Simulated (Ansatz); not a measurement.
Cartesian coordinates in Å:
```
C -0.5730 1.0985 -0.6411
N -1.3310 0.7395 0.3055
C -0.7653 -0.4542 0.9291
C 0.6633 -0.6122 0.3816
C 0.6513 0.2601 -0.8776
H -0.8305 1.9578 -1.2588
H -0.8012 -0.3533 2.0161
H -1.4078 -1.3040 0.6717
H 0.9284 -1.6505 0.1809
H 1.3868 -0.2213 1.1003
H 1.5537 0.8620 -1.0092
H 0.5254 -0.3224 -1.7984
```

Charge 0, multiplicity 1.

Problem. List the r2SCAN/def2-TZVPP orbital energies in eV (Ansatz). (An estimate is asked.)

Solution. The calculation gave: Occupied: -384.99, -273.93, -273.56, -273.27, -273.10, -24.59, -19.94, -18.77, -15.36, -14.09, -12.41, -12.38, -10.38, -10.25, -9.20, -9.03, -8.79, -6.95, -6.20. Lowest empty: -0.78, 1.18, 2.00, 2.49, 2.73, 2.97, 3.69, 3.83.
